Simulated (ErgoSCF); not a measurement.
# C2H2F (SMILES [H]/[C]=C\F): UHF/pcseg-1

What is the energy change on altering one bond length of C2H2F at UHF/pcseg-1? 

The calculation is run with ErgoSCF 3.8.

2 further runs of the same task are left out: 2 set aside as unsound or not needed.

## 1. The structure to begin with

C2H2F: 5 atoms, total charge 0, spin state doublet. SMILES: `[H]/[C]=C\F`. Geometry: relaxed at GFN2-xTB.

Bond lengths: C1–C2 1.285 Å, C2–F3 1.372 Å, C1–H4 1.060 Å, C2–H5 1.083 Å. Angles: C1–C2–F3 124.5°, C1–C2–H5 125.8°, F3–C2–H5 109.7°, C2–C1–H4 145.3°.

## 2. A single-point energy at UHF/pcseg-1

input.xyz reads:

```xyz
5

C      0.144690    -0.805710     0.363700
C     -0.244990     0.366440     0.007890
F      0.317570     1.097450    -1.008260
H      0.839640    -1.585070     0.181900
H     -1.056920     0.926890     0.454760
```

The basis set pcseg-1 is read from a file made from the Basis Set Exchange's data (not shown).

On the command line:

```console
$ ergo -m input.xyz -e 'set_nthreads(1)' -e 'tmpdir = "."' -e 'scf.output_mulliken_pop = 1' -e 'charge = 0' -e 'scf.max_number_of_iterations = 80' -e 'spin_polarization = 1' -e 'scf.use_diagonalization = 1' -e 'basis = "pcseg-1"' -e 'run "HF"'
```

What it wrote:

```text
[...]
INSC SCF_general constructor, number of basis functions: 52
[...]
INSC Energy   1 =        -66.26231227232
[...]
INDE E_LUMO =          0.08081378353
[...]
INSC Energy  29 =       -176.18280779420  ( diff     -0.000000000001876 )
[...]
RESC CONVERGED after  29 iterations.
RESC FINAL ENERGY:       -176.18280779420
RESC FINAL <S2> =          0.89267544570
[...]
INSC SCF: dipole_moment_x [atomic units] =      -0.17861942
INSC SCF: dipole_moment_y [atomic units] =      -0.38121672
INSC SCF: dipole_moment_z [atomic units] =       0.42243315
[...]
```

It took 41 s on 1 thread of Intel Xeon at 2.50GHz (Skylake/Cascade Lake), shared host.

## 3. The distorted shape at the same level

molecule.xyz reads:

```xyz
5
C2H2F
C      0.104086    -0.777682     0.386048
C     -0.285594     0.394468     0.030238
F      0.276966     1.125478    -0.985912
H      0.799036    -1.557042     0.204248
H     -1.056920     0.926890     0.454760
```

The basis set pcseg-1 is read from a file made from the Basis Set Exchange's data (not shown).

On the command line:

```console
$ ergo -m molecule.xyz -e 'set_nthreads(1)' -e 'spin_polarization = 1' -e 'scf.max_number_of_iterations = 80' -e 'scf.output_mulliken_pop = 1' -e 'tmpdir = "."' -e 'basis = "pcseg-1"' -e 'scf.use_diagonalization = 1' -e 'run "HF"'
```

What it wrote:

```text
[...]
INSC SCF_general constructor, number of basis functions: 52
[...]
INSC Energy   1 =        -66.39101252083
[...]
INDE E_LUMO =          0.08126685043
[...]
INSC Energy  26 =       -176.18119776261  ( diff     -0.000000000026716 )
[...]
RESC CONVERGED after  26 iterations.
RESC FINAL ENERGY:       -176.18119776261
RESC FINAL <S2> =          0.89247767935
[...]
INSC SCF: dipole_moment_x [atomic units] =      -0.17870818
INSC SCF: dipole_moment_y [atomic units] =      -0.38349002
INSC SCF: dipole_moment_z [atomic units] =       0.42391493
[...]
```

Run time: 38 s. Hardware: 1 thread of Intel Xeon at 2.50GHz (Skylake/Cascade Lake), shared host.

## 4. What came out

Level: UHF/pcseg-1.

```
                                                         quantity          value
                                        first shape: total energy  -176.18281 Eh
                                       first shape: dipole moment         1.52 D
                                                first shape: ⟨S²⟩          0.893
                                    distorted shape: total energy  -176.18120 Eh
                                   distorted shape: dipole moment         1.52 D
                                            distorted shape: ⟨S²⟩          0.892
energy change with the C2–H5 bond shortened from 1.083 to 1.029 Å       0.044 eV
```

With the C2–H5 bond shortened from 1.083 to 1.029 Å the energy rises by 0.04 eV (4.2 kJ/mol). The first shape isn't relaxed at this level, so the change isn't measured from a minimum. ⟨S²⟩ (first shape) is 0.89 where a pure doublet has 0.75: the reference is spin-contaminated. Mulliken charges (first shape) run from -0.41 on F3 to +0.32 on C2; they depend strongly on the basis. ⟨S²⟩ (distorted shape) is 0.89 where a pure doublet has 0.75: the reference is spin-contaminated.
